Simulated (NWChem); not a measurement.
C₂H₃, doublet; SMILES C=[CH]

Program: NWChem. Spin-unrestricted. In the optimisation the excess spin sits in a' (Cs, its own frame). The geometry was optimised at PBE0-D3(BJ)/def2-TZVP, spin-unrestricted. No stability test was run on the SCF state. Solvent water, SMD (1 M gas to 1 M solution), gas-phase geometry. Reactions with the solvent are ignored.

```
level             basis functions  solvation free energy (kcal/mol)  cavity-dispersion-structure term (kcal/mol)  dipole in solution (D)  relative time
----------------  ---------------  --------------------------------  -------------------------------------------  ----------------------  -------------
PBE0/3-21G                     24                               1.0                                          3.8                    0.88              1
PBE0/pcseg-1                   43                               1.3                                          3.8                    0.95              2
PBE0/aug-pcseg-1               73                               1.2                                          3.8                    0.97              4
PBE0/pcseg-2                  102                               1.2                                          3.8                    0.99              8
PBE0/def2-TZVPP               104                               1.2                                          3.8                    0.97              9
```

Relative times are rough (shared machine, one core).
